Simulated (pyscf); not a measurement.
•H₂Si–O–SiH₃ (SMILES [SiH2]O[SiH3]) + F–C(F)(F)–F (SMILES FC(F)(F)F) -> F–SiH₂–O–SiH₃ (SMILES F[SiH2]O[SiH3]) + F–C•(F)–F (SMILES F[C](F)F), an atom transfer (doublet surface; C–F broken, F–Si formed). PySCF, gas phase, ωB97X-D3(BJ)/def2-SVP geometries. Energies in kJ/mol from the separated reactants.

Small-basis levels: PySCF, no dispersion term, spherical d functions. AM1 to PM7: differences of heats of formation from MOPAC, which are fitted to 298 K values and so differ in kind from electronic energies by zero-point and thermal terms. GFN2-xTB: tblite. Open shells are spin-unrestricted. 

```
level                   barrier  reaction energy
----------------------  -------  ---------------
HF/STO-3G                 146.9            -67.8
BP86/6-31G*                98.0            -80.9
PBE/6-31G*                 91.2            -76.1
B3LYP/6-31G*              120.6            -94.6
PBE/def2-SVP               98.8            -66.7
GFN2-xTB                  109.9           -116.0
AM1                         ___           -145.9
ωB97M-D3(BJ)/def2-TZVP      ___           -118.7
```

Q: What belongs in the gaps?

A: 
- AM1, barrier: 92.3
- ωB97M-D3(BJ)/def2-TZVP, barrier: 140.7

Against the last row the barrier runs from -49.5 (PBE/6-31G*) to +6.2 kJ/mol (HF/STO-3G). ωB97M-D3(BJ)/def2-TZVP has limits of its own. One saddle was located; it need not be the lowest between these sides. The angle at the transferred F is 165°.
